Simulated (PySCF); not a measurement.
State search for SF⁺

Unrestricted PBE0; S jorge-DZP-DKH, F jorge-DZP-DKH; spin-free X2C with a Gaussian nucleus (PySCF 2.14). Outer shells of the fragments: S+ 3s2 3p3; F 2s2 2p5.

Followed along the bond (rough minima from three points):

```csv
2Ms+1,unpaired,⟨S²⟩ at the start,R at minimum (Å),Te (eV)
3,π ↑↑,2.01,1.55,0.00
1,π ↑↓,1.01,1.55,0.40
5,"σ ↑, π ↑↑↑",6.00,none in the scan,≤ 5.00
```

Solutions found at the starting distance of 1.700 Å, counted from the lowest of them; the search is not exhaustive and high or unbound solutions are not listed, so other states can lie among these:

```tsv
2Ms+1	unpaired	term	E (eV)	⟨S²⟩	⟨Lz²⟩	μ (D)
3	π ↑↑	³Σ⁻	0.00	2.01	0.00	-3.30
1	π ↑↓	mixed	0.41	1.01	2.02	-3.24
1	none	mixed	1.73	0.00	2.00	-3.01
3	σ ↑, π ↑	³Π	4.15	2.09	1.00	-2.90
1	σ ↓, π ↑	mixed	4.59	1.01	1.01	-2.98
3	π ↑↑	mixed	5.16	2.01	2.01	0.12
3	σ ↑, π ↑	³Π	5.87	2.01	1.01	-1.72
5	σ ↑, π ↑↑↑	⁵Π	6.03	6.00	1.00	-0.15
1	σ ↓, π ↑	mixed	6.24	1.02	1.01	-1.44
5	σ ↑↑, π ↑↑	⁵Σ⁻	6.48	6.00	0.00	-2.06
```

A term symbol is given only where ⟨S²⟩ and ⟨Lz²⟩ are close to those of a pure state; real π, δ and φ orbitals otherwise mix terms. A positive dipole points towards F; it is taken about the centre of mass and depends on that origin.

Counting both spins, an empty level lies below a filled one in some of these solutions, because spin and occupation are held.
